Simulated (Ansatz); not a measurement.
Rock-salt RbBr was calculated with r²SCANh in Ansatz (PAW).

Run with plane-wave cutoff 520 eV, 6×6×6 k mesh, Fermi–Dirac smearing 0.01 eV, scalar-relativistic PAW data made under PBE.

The direct gap at Γ against volume; x = 100 ln(V/41.440 Å³). One gap is withheld.

| V (Å³/atom) | x | gap (eV) |
|---|---|---|
| 39.368 | -5.13 | ? |
| 40.283 | -2.83 | 5.593 |
| 41.440 | 0.00 | 5.517 |
| 42.476 | 2.47 | 5.453 |
| 43.512 | 4.88 | 5.393 |

Problem. Fit a straight line to the rows shown, give the volume deformation potential and predict the withheld gap.

Solution. Means of the 4 rows: x̄ = 1.130, ȳ = 5.4890 eV. Σ(x − x̄)(y − ȳ) = -0.8517 and Σ(x − x̄)² = 32.817, so the slope is -0.0260 eV per unit of x, and dE_g/d ln V = -2.6 eV. At x = -5.13: 5.4890 + (-0.0260) × (-5.13 − (1.130)) = 5.652 eV. The run gives 5.656 eV, 0.004 eV above the line.

Measured, for comparison: band gap 7.2 eV (temperature not stated, not corrected to a static lattice; as tabulated in Aguado et al. (1998), arXiv:cond-mat/9809176).

Spin–orbit coupling is not included.

Ansatz is a first-principles code.
